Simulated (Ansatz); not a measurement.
Geometry optimisation, RKS PBE-D4/def2-SVP (Ansatz 0.2.0).

input.yaml

```yaml
crystal:
  periodic: [false, false, false]
  atoms:
    - { symbol: Si, position_ang: [-1.430516, 0.13042, 0.640416] }
    - { symbol: H, position_ang: [-0.299005, -0.757889, 0.448928] }
    - { symbol: H, position_ang: [-2.60164, -0.499663, -0.069656] }
    - { symbol: H, position_ang: [-1.247976, 1.529501, 0.155956] }
    - { symbol: H, position_ang: [-1.744615, 0.149001, 2.114139] }
    - { symbol: H, position_ang: [1.763912, 0.387699, -0.781265] }
    - { symbol: O, position_ang: [1.12918, 1.126174, -0.748105] }
    - { symbol: H, position_ang: [1.39182, -1.640869, 0.261382] }
    - { symbol: F, position_ang: [2.090238, -1.713497, -0.329455] }
    - { symbol: H, position_ang: [0.948702, 1.289122, -1.692441] }
basis:
  gaussian: { orbitals: def2-SVP }
hamiltonian:
  xc: pbe
  dispersion: d4
relax:
  f_tol: 0.03
  max_steps: 50
```

Launched with:

```bash
$ ansatz run input.yaml --threads 2 --pin off --max-ram 3072MiB --backend cpu --events-out ev --progress --plain --runs-dir out
```

Problem. Where does it end, and by what steps?

Solution. The forces met the threshold. The force dipped under the threshold on the way, but the program's further checks kept it going. After 32 steps the energy has fallen by 0.328 eV; H3 moved furthest, 1.28 Å.

| step | energy less start (eV) | largest force component (eV/Å) | accepted |
| --- | --- | --- | --- |
| 0 | 0.0000 | 0.956 | yes |
| 2 | -0.1134 | 0.307 | yes |
| 4 | -0.1314 | 0.515 | yes |
| 6 | -0.1589 | 0.068 | yes |
| 8 | -0.1771 | 0.254 | yes |
| 10 | -0.2220 | 0.585 | yes |
| 12 | -0.2720 | 0.418 | yes |
| 14 | -0.2905 | 0.180 | yes |
| 16 | -0.3007 | 0.037 | yes |
| 18 | -0.3060 | 0.400 | yes |
| 20 | -0.3156 | 0.057 | yes |
| 22 | -0.3137 | 0.583 | no |
| 24 | -0.3231 | 0.178 | no |
| 26 | -0.3253 | 0.068 | yes |
| 28 | -0.3268 | 0.107 | yes |
| 30 | -0.3283 | 0.023 | yes |
| 32 | -0.3284 | 0.016 | yes |

```xyz
10
Properties=species:S:1:pos:R:3
Si -1.144 0.156 0.737
H 0.116 -0.527 1.232
H -1.485 -0.292 -0.653
H -1.032 1.638 0.892
H -2.226 -0.358 1.654
H 1.500 0.204 -0.937
O 0.990 1.044 -0.963
H 1.019 -1.330 0.261
F 1.687 -1.551 -0.378
H 0.576 1.015 -1.846
```

Whether the end is a true minimum wasn't checked by a vibrational analysis.

Run time: 40 s on 2 threads of Arm Neoverse V1 (shared host), peak memory 0.14 GiB.
